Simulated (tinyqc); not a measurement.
Inside a calculation. Method: UHF in the sto-3g basis, for H2O+, spin multiplicity 2. One step of it, computed by the program tinyqc.

Question. Iteration 34 (converged): orbitals. Diagonalise F' = X^T F X, C = X C', fill 5 alpha and 4 beta electrons from the bottom; D(s) = C_occ C_occ^T. Each column has its largest component positive (the first on a tie).

converged F(alpha) (hartree), lower triangle:
```
             1O 1s      1O 2s     1O 2px     1O 2py     1O 2pz      2H 1s      3H 1s
1O 1s   -20.931631
1O 2s    -5.333305  -3.020958
1O 2px    0.000000   0.000000  -1.033880
1O 2py    0.000000   0.000000   0.000000  -0.890797
1O 2pz   -0.019733  -0.093827   0.000000   0.000000  -0.913692
2H 1s    -0.705629  -0.847234   0.000000  -0.458906  -0.339083  -0.645730
3H 1s    -0.705629  -0.847234   0.000000   0.458906  -0.339083  -0.205314  -0.645730
```

converged F(beta) (hartree), lower triangle:
```
             1O 1s      1O 2s     1O 2px     1O 2py     1O 2pz      2H 1s      3H 1s
1O 1s   -20.899593
1O 2s    -5.287944  -2.797350
1O 2px    0.000000   0.000000  -0.140551
1O 2py    0.000000   0.000000   0.000000  -0.750879
1O 2pz   -0.019400  -0.062949   0.000000   0.000000  -0.798279
2H 1s    -0.698387  -0.816800   0.000000  -0.461754  -0.344877  -0.716780
3H 1s    -0.698387  -0.816800   0.000000   0.461754  -0.344877  -0.204287  -0.716780
```

X, lower triangle:
```
            1O 1s      1O 2s    1O 2px     1O 2py     1O 2pz      2H 1s     3H 1s
1O 1s    1.023298
1O 2s   -0.133568   1.120164
1O 2px   0.000000   0.000000  1.000000
1O 2py   0.000000   0.000000  0.000000   1.060363
1O 2pz  -0.005315   0.048204  0.000000   0.000000   1.023652
2H 1s    0.017152  -0.187028  0.000000  -0.154288  -0.092130   1.092949
3H 1s    0.017152  -0.187028  0.000000   0.154288  -0.092130  -0.040534  1.092949
```

Give: F' = X^T F X; orbital energies; coefficients C; F' = X^T F X; orbital energies; coefficients C; D(alpha) after iteration 34; D(beta) after iteration 34.

Answer.

F' = X^T F X (alpha) (hartree), lower triangle:
```
          1        2        3        4        5        6        7
1  -20.5564
2   -2.6925  -1.9879
3    0.0000   0.0000  -1.0339
4    0.0000   0.0000   0.0000  -0.7222
5   -0.0350   0.0128   0.0000   0.0000  -0.8442
6   -0.0579  -0.3562   0.0000  -0.3507  -0.2309  -0.3296
7   -0.0579  -0.3562   0.0000   0.3507  -0.2309  -0.0424  -0.3296
```

orbital energies (alpha) (hartree): MO1 -20.9401, MO2 -1.7838, MO3 -1.0462, MO4 -1.0339, MO5 -0.9635, MO6 -0.0731, MO7 0.0368

coefficients C (alpha):
```
            MO1      MO2      MO3     MO4      MO5      MO6      MO7
1O 1s    0.9944  -0.2527   0.0000  0.0000   0.0601   0.0961   0.0000
1O 2s    0.0237   0.9656   0.0000  0.0000  -0.2910  -0.5720   0.0000
1O 2px   0.0000   0.0000   0.0000  1.0000   0.0000   0.0000   0.0000
1O 2py   0.0000   0.0000   0.7683  0.0000   0.0000   0.0000   0.7626
1O 2pz   0.0024   0.1051   0.0000  0.0000   0.8884  -0.5166   0.0000
2H 1s   -0.0040   0.0726   0.3092  0.0000   0.1983   0.7436  -0.7554
3H 1s   -0.0040   0.0726  -0.3092  0.0000   0.1983   0.7436   0.7554
```

F' = X^T F X (beta) (hartree), lower triangle:
```
          1        2        3        4        5        6        7
1  -20.5310
2   -2.6776  -1.7462
3    0.0000   0.0000  -0.1406
4    0.0000   0.0000   0.0000  -0.5665
5   -0.0394   0.0587   0.0000   0.0000  -0.7193
6   -0.0580  -0.3549   0.0000  -0.3645  -0.2468  -0.4114
7   -0.0580  -0.3549   0.0000   0.3645  -0.2468  -0.0402  -0.4114
```

orbital energies (beta) (hartree): MO1 -20.9064, MO2 -1.5888, MO3 -0.9935, MO4 -0.8933, MO5 -0.1406, MO6 -0.0596, MO7 0.0558

coefficients C (beta):
```
            MO1      MO2      MO3      MO4     MO5      MO6      MO7
1O 1s    0.9951  -0.2413   0.0000   0.0764  0.0000   0.1067   0.0000
1O 2s    0.0211   0.9137   0.0000  -0.3730  0.0000  -0.6086   0.0000
1O 2px   0.0000   0.0000   0.0000   0.0000  1.0000   0.0000   0.0000
1O 2py   0.0000   0.0000   0.6774   0.0000  0.0000   0.0000   0.8445
1O 2pz   0.0022   0.0929   0.0000   0.8356  0.0000  -0.6002   0.0000
2H 1s   -0.0036   0.1311   0.3925   0.2600  0.0000   0.7161  -0.7157
3H 1s   -0.0036   0.1311  -0.3925   0.2600  0.0000   0.7161   0.7157
```

D(alpha) after iteration 34, lower triangle:
```
          1O 1s    1O 2s  1O 2px   1O 2py  1O 2pz    2H 1s   3H 1s
1O 1s    1.0564
1O 2s   -0.2380   1.0177
1O 2px   0.0000   0.0000  1.0000
1O 2py   0.0000   0.0000  0.0000   0.5904
1O 2pz   0.0292  -0.1570  0.0000   0.0000  0.8003
2H 1s   -0.0104   0.0123  0.0000   0.2376  0.1838   0.1402
3H 1s   -0.0104   0.0123  0.0000  -0.2376  0.1838  -0.0510  0.1402
```

D(beta) after iteration 34, lower triangle:
```
          1O 1s    1O 2s  1O 2px   1O 2py  1O 2pz    2H 1s   3H 1s
1O 1s    1.0542
1O 2s   -0.2280   0.9744
1O 2px   0.0000   0.0000  0.0000
1O 2py   0.0000   0.0000  0.0000   0.4589
1O 2pz   0.0436  -0.2268  0.0000   0.0000  0.7069
2H 1s   -0.0153   0.0228  0.0000   0.2659  0.2294   0.2388
3H 1s   -0.0153   0.0228  0.0000  -0.2659  0.2294  -0.0692  0.2388
```
